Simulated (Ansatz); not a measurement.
Saddle point of BSiH7O, closed shell (BSiH₅ ([BH2][SiH3]) + H₂O → BH₃O ([BH2][OH]) + SiH₄; bonds formed: Si2–H5; dative contacts that become bonds: B1–O6; bonds broken: B1–Si2, H5–O6), PBE0-D4/def2-TZVP structure:

```
10
angstrom
B -0.8164 0.3792 -0.3287
Si 0.6041 -1.0194 0.5124
H -0.9159 -0.0112 -1.4587
H -1.7397 0.2444 0.4209
H 0.4173 0.8278 0.1346
O -0.2007 1.8355 -0.2255
H 1.9011 -1.2262 -0.1929
H 0.8812 -0.9233 1.9714
H -0.2702 -2.1929 0.2572
H 0.1391 2.0860 -1.0907
```

Energies are electronic, without zero-point energy. Barriers and step energies count from the start structure reached by relaxing down the imaginary mode; all methods use the PBE0-D4 structures, on which another method's saddle can fall below an end. Program: Ansatz 0.2.0. Basis: def2-TZVPP, with def2-QZVPP for the basis limit. Cores are frozen in the correlated methods. B3LYP uses VWN-RPA correlation. Extrapolation: Hartree–Fock as exp(−7.88 √X), correlation as X^−2.97.

```tsv
method	barrier (kcal/mol)	step energy (kcal/mol)
SPW92	15.93	-13.69
PBE-D4	18.18	-19.96
BLYP-D4	?	-26.51
r2SCAN-D4	20.70	-22.28
B97M-V	24.23	-22.93
PBE0-D4	22.40	-20.25
B3LYP-D4	24.21	-26.16
r2SCAN0-D4	?	-22.20
BHLYP-D4	?	-27.14
CAM-B3LYP-D4	25.67	-25.77
wB97X-V	25.42	-23.81
wB97M-V	25.27	-24.15
B2PLYP	24.93	-26.67
PBE-QIDH	25.08	-21.92
RPA on PBE	25.45	-26.07
HF	37.77	-34.98
MP2	24.54	-24.73
CCSD	28.34	-25.70
CCSD(T)	26.22	-24.59
```

Problem. Fill in the withheld barriers. (Judge from chemistry; the value comes from the calculation.)

Solution. By the calculation: BHLYP-D4 29.20; BLYP-D4 21.06; r2SCAN0-D4 23.81 kcal/mol. Each is the energy of the saddle less that of the start structure, by the same method.

For comparison, the barrier by CCSD(T) at an estimated basis limit (MP2 extrapolated from triple and quadruple zeta, plus CCSD(T) − MP2 in triple zeta) is 25.77 kcal/mol.

No T1 diagnostic of these runs exceeds 0.013.

Labels in which every atom is bracketed show which atoms are joined, not bond orders.

For scale, one of the runs: CCSD(T)/def2-TZVPP, 202 basis functions (an equivalent command: `ansatz run in.yaml --threads 2`). Time: 39 s of wall clock on 2 CPU threads; the host was shared. Peak host memory: 2.7 GiB.
